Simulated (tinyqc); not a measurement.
ROHF in the sto-3g basis, for H2O+, spin multiplicity 2, step by step. One step of it, computed by the program tinyqc.

Problem. Iteration 1: building the Fock matrix. J_ij = sum D_kl (ij|kl) with D = D(alpha) + D(beta), K_ij = sum D_kl (ik|jl) for each spin; F = H + J - K(s); E = tr D H + tr D J / 2 - 0.5 sum_s tr D(s) K(s) + E_nn.

D(alpha) at the start:
```
            1O 1s      1O 2s    1O 2px     1O 2py     1O 2pz      2H 1s      3H 1s
1O 1s    0.006102  -0.033329  0.000000   0.001211   0.058261   0.028567   0.028233
1O 2s   -0.033329   0.207441  0.000000  -0.003741  -0.217761  -0.264028  -0.257682
1O 2px   0.000000   0.000000  1.000000   0.000000   0.000000   0.000000   0.000000
1O 2py   0.001211  -0.003741  0.000000   1.155569  -0.000652  -0.319593   0.315035
1O 2pz   0.058261  -0.217761  0.000000  -0.000652   0.954283  -0.148761  -0.145729
2H 1s    0.028567  -0.264028  0.000000  -0.319593  -0.148761   1.223675  -0.074559
3H 1s    0.028233  -0.257682  0.000000   0.315035  -0.145729  -0.074559   1.215564
```

D(beta) at the start:
```
            1O 1s      1O 2s    1O 2px     1O 2py     1O 2pz      2H 1s      3H 1s
1O 1s    0.006100  -0.033320  0.000000  -0.000356   0.058259   0.028744   0.028058
1O 2s   -0.033320   0.207404  0.000000   0.002617  -0.217754  -0.264743  -0.256970
1O 2px   0.000000   0.000000  1.000000   0.000000   0.000000   0.000000   0.000000
1O 2py  -0.000356   0.002617  0.000000   0.059598  -0.001762  -0.196259   0.192253
1O 2pz   0.058259  -0.217754  0.000000  -0.001762   0.954282  -0.148636  -0.145854
2H 1s    0.028744  -0.264743  0.000000  -0.196259  -0.148636   1.209796  -0.060742
3H 1s    0.028058  -0.256970  0.000000   0.192253  -0.145854  -0.060742   1.201809
```

core Hamiltonian H = T + V (hartree):
```
             1O 1s      1O 2s     1O 2px     1O 2py     1O 2pz      2H 1s      3H 1s
1O 1s   -32.477039  -7.555078   0.000000  -0.000140  -0.010213  -0.925850  -0.902846
1O 2s    -7.555078  -9.103782   0.000000  -0.001645  -0.126989  -2.312781  -2.267915
1O 2px    0.000000   0.000000  -7.265095   0.000000   0.000000   0.000000   0.000000
1O 2py   -0.000140  -0.001645   0.000000  -7.360712  -0.000720  -1.485488   1.460712
1O 2pz   -0.010213  -0.126989   0.000000  -0.000720  -7.304759  -0.982843  -0.966990
2H 1s    -0.925850  -2.312781   0.000000  -1.485488  -0.982843  -4.140997  -0.609771
3H 1s    -0.902846  -2.267915   0.000000   1.460712  -0.966990  -0.609771  -4.112880
```

Two-electron integrals (ij|kl) in chemists' order, unique and non-zero (hartree):
```
(11|11) 4.785065    (21|11) 0.741380    (21|21) 0.136873    (22|11) 1.118947
(22|21) 0.256633    (22|22) 0.817206    (31|31) 0.024477    (32|31) 0.037809
(32|32) 0.180518    (33|11) 1.115814    (33|21) 0.256684    (33|22) 0.817023
(33|33) 0.880159    (41|41) 0.024477    (42|41) 0.037809    (42|42) 0.180518
(43|43) 0.047444    (44|11) 1.115814    (44|21) 0.256684    (44|22) 0.817023
(44|33) 0.785270    (44|44) 0.880159    (51|51) 0.024477    (52|51) 0.037809
(52|52) 0.180518    (53|53) 0.047444    (54|54) 0.047444    (55|11) 1.115814
(55|21) 0.256684    (55|22) 0.817023    (55|33) 0.785270    (55|44) 0.785270
(55|55) 0.880159    (61|11) 0.091023    (61|21) 0.016682    (61|22) 0.031146
(61|33) 0.031086    (61|41) 0.000628    (61|42) 0.001189    (61|44) 0.031216
(61|51) 0.000404    (61|52) 0.000766    (61|54) 0.000084    (61|55) 0.031140
(61|61) 0.002058    (62|11) 0.249637    (62|21) 0.058098    (62|22) 0.208400
(62|33) 0.204675    (62|41) 0.003653    (62|42) 0.029430    (62|44) 0.212427
(62|51) 0.002352    (62|52) 0.018952    (62|54) 0.004992    (62|55) 0.207889
(62|61) 0.007234    (62|62) 0.069151    (63|31) 0.005724    (63|32) 0.034594
(63|43) 0.005908    (63|53) 0.003805    (63|63) 0.009241    (64|11) 0.161347
(64|21) 0.038000    (64|22) 0.145569    (64|33) 0.139178    (64|41) 0.007794
(64|42) 0.053751    (64|44) 0.156076    (64|51) 0.001333    (64|52) 0.012336
(64|54) 0.007077    (64|55) 0.141285    (64|61) 0.004911    (64|62) 0.058773
(64|64) 0.058649    (65|11) 0.103902    (65|21) 0.024471    (65|22) 0.093742
(65|33) 0.089626    (65|41) 0.001333    (65|42) 0.012336    (65|44) 0.092899
(65|51) 0.006582    (65|52) 0.042539    (65|54) 0.008016    (65|55) 0.098593
(65|61) 0.003163    (65|62) 0.037848    (65|64) 0.031817    (65|65) 0.029730
(66|11) 0.427070    (66|21) 0.100961    (66|22) 0.417467    (66|33) 0.401945
(66|41) 0.007328    (66|42) 0.083651    (66|44) 0.434519    (66|51) 0.004719
(66|52) 0.053868    (66|54) 0.020977    (66|55) 0.415453    (66|61) 0.012638
(66|62) 0.184562    (66|64) 0.179196    (66|65) 0.115397    (66|66) 0.774606
(71|11) 0.088752    (71|21) 0.016266    (71|22) 0.030371    (71|33) 0.030313
(71|41) -0.000610   (71|42) -0.001157   (71|44) 0.030439    (71|51) 0.000393
(71|52) 0.000745    (71|54) -0.000081   (71|55) 0.030366    (71|61) 0.001974
(71|62) 0.006807    (71|64) 0.004281    (71|65) 0.002981    (71|66) 0.011812
(71|71) 0.001957    (72|11) 0.244600    (72|21) 0.056930    (72|22) 0.204359
(72|33) 0.200703    (72|41) -0.003576   (72|42) -0.028882   (72|44) 0.208310
(72|51) 0.002304    (72|52) 0.018605    (72|54) -0.004900   (72|55) 0.203859
(72|61) 0.006841    (72|62) 0.051766    (72|64) 0.031013    (72|65) 0.027443
(72|66) 0.108622    (72|71) 0.006912    (72|72) 0.066646    (73|31) 0.005595
(73|32) 0.033867    (73|43) -0.005789   (73|53) 0.003729    (73|63) 0.006584
(73|73) 0.008883    (74|11) -0.158481   (74|21) -0.037327   (74|22) -0.143102
(74|33) -0.136830   (74|41) 0.007624    (74|42) 0.052697    (74|44) -0.153406
(74|51) -0.001307   (74|52) -0.012129   (74|54) 0.006948    (74|55) -0.138903
(74|61) -0.004313   (74|62) -0.031121   (74|64) -0.012581   (74|65) -0.016223
(74|66) -0.061520   (74|71) -0.004703   (74|72) -0.056792   (74|74) 0.056755
(75|11) 0.102088    (75|21) 0.024045    (75|22) 0.092181    (75|33) 0.088141
(75|41) -0.001307   (75|42) -0.012129   (75|44) 0.091360    (75|51) 0.006437
(75|52) 0.041681    (75|54) -0.007863   (75|55) 0.096935    (75|61) 0.003003
(75|62) 0.027500    (75|64) 0.016206    (75|65) 0.020948    (75|66) 0.062440
(75|71) 0.003029    (75|72) 0.036584    (75|74) -0.030838   (75|75) 0.028748
(76|11) 0.060328    (76|21) 0.014166    (76|22) 0.055124    (76|33) 0.053935
(76|41) -1.96e-06   (76|42) -0.000028   (76|44) 0.055171    (76|51) 0.000908
(76|52) 0.008741    (76|54) -0.000006   (76|55) 0.056205    (76|61) 0.001740
(76|62) 0.017788    (76|64) 0.013270    (76|65) 0.010997    (76|66) 0.049308
(76|71) 0.001697    (76|72) 0.017496    (76|74) -0.013111   (76|75) 0.010845
(76|76) 0.005849    (77|11) 0.423566    (77|21) 0.100138    (77|22) 0.414393
(77|33) 0.399079    (77|41) -0.007222   (77|42) -0.082698   (77|44) 0.431212
(77|51) 0.004652    (77|52) 0.053271    (77|54) -0.020699   (77|55) 0.412412
(77|61) 0.012015    (77|62) 0.109993    (77|64) 0.062130    (77|65) 0.063065
(77|66) 0.255581    (77|71) 0.012220    (77|72) 0.180519    (77|74) -0.175765
(77|75) 0.113222    (77|76) 0.049308    (77|77) 0.774606
```

nuclear repulsion = 7.15053036 hartree

Give: Coulomb J; exchange K(alpha); exchange K(beta); F(alpha); F(beta); total energy of this density.

Solution.

Coulomb J (hartree):
```
         1O 1s   1O 2s  1O 2px  1O 2py  1O 2pz  2H 1s   3H 1s
1O 1s    7.244   1.674   0.000   0.000  -0.020  0.203   0.198
1O 2s    1.674   5.679   0.000   0.000  -0.005  1.585   1.555
1O 2px   0.000   0.000   5.657   0.000   0.000  0.000   0.000
1O 2py   0.000   0.000   0.000   5.685   0.000  1.172  -1.154
1O 2pz  -0.020  -0.005   0.000   0.000   5.691  0.765   0.753
2H 1s    0.203   1.585   0.000   1.172   0.765  4.077   0.458
3H 1s    0.198   1.555   0.000  -1.154   0.753  0.458   4.064
```

exchange K(alpha) (hartree):
```
         1O 1s   1O 2s  1O 2px  1O 2py  1O 2pz  2H 1s   3H 1s
1O 1s    0.081   0.115   0.000   0.000  -0.010  0.017   0.017
1O 2s    0.115   0.616   0.000  -0.005  -0.254  0.185   0.183
1O 2px   0.000   0.000   0.992   0.000   0.000  0.000   0.000
1O 2py   0.000  -0.005   0.000   1.032  -0.001  0.223  -0.222
1O 2pz  -0.010  -0.254   0.000  -0.001   0.935  0.084   0.083
2H 1s    0.017   0.185   0.000   0.223   0.084  0.801   0.055
3H 1s    0.017   0.183   0.000  -0.222   0.083  0.055   0.801
```

exchange K(beta) (hartree):
```
         1O 1s   1O 2s  1O 2px  1O 2py  1O 2pz  2H 1s   3H 1s
1O 1s    0.054   0.074   0.000   0.000  -0.009  0.010   0.010
1O 2s    0.074   0.432   0.000   0.001  -0.250  0.139   0.137
1O 2px   0.000   0.000   0.943   0.000   0.000  0.000   0.000
1O 2py   0.000   0.001   0.000   0.142  -0.002  0.106  -0.104
1O 2pz  -0.009  -0.250   0.000  -0.002   0.886  0.080   0.079
2H 1s    0.010   0.139   0.000   0.106   0.080  0.768   0.059
3H 1s    0.010   0.137   0.000  -0.104   0.079  0.059   0.769
```

F(alpha) (hartree):
```
          1O 1s   1O 2s  1O 2px  1O 2py  1O 2pz   2H 1s   3H 1s
1O 1s   -25.314  -5.995   0.000   0.000  -0.020  -0.740  -0.722
1O 2s    -5.995  -4.041   0.000   0.003   0.123  -0.913  -0.896
1O 2px    0.000   0.000  -2.600   0.000   0.000   0.000   0.000
1O 2py    0.000   0.003   0.000  -2.708   0.001  -0.536   0.529
1O 2pz   -0.020   0.123   0.000   0.001  -2.548  -0.302  -0.297
2H 1s    -0.740  -0.913   0.000  -0.536  -0.302  -0.865  -0.207
3H 1s    -0.722  -0.896   0.000   0.529  -0.297  -0.207  -0.851
```

F(beta) (hartree):
```
          1O 1s   1O 2s  1O 2px  1O 2py  1O 2pz   2H 1s   3H 1s
1O 1s   -25.288  -5.955   0.000   0.000  -0.021  -0.733  -0.715
1O 2s    -5.955  -3.857   0.000  -0.003   0.119  -0.867  -0.849
1O 2px    0.000   0.000  -2.551   0.000   0.000   0.000   0.000
1O 2py    0.000  -0.003   0.000  -1.818   0.001  -0.419   0.411
1O 2pz   -0.021   0.119   0.000   0.001  -2.500  -0.298  -0.293
2H 1s    -0.733  -0.867   0.000  -0.419  -0.298  -0.833  -0.211
3H 1s    -0.715  -0.849   0.000   0.411  -0.293  -0.211  -0.819
```

total energy of this density = -26.38141 hartree
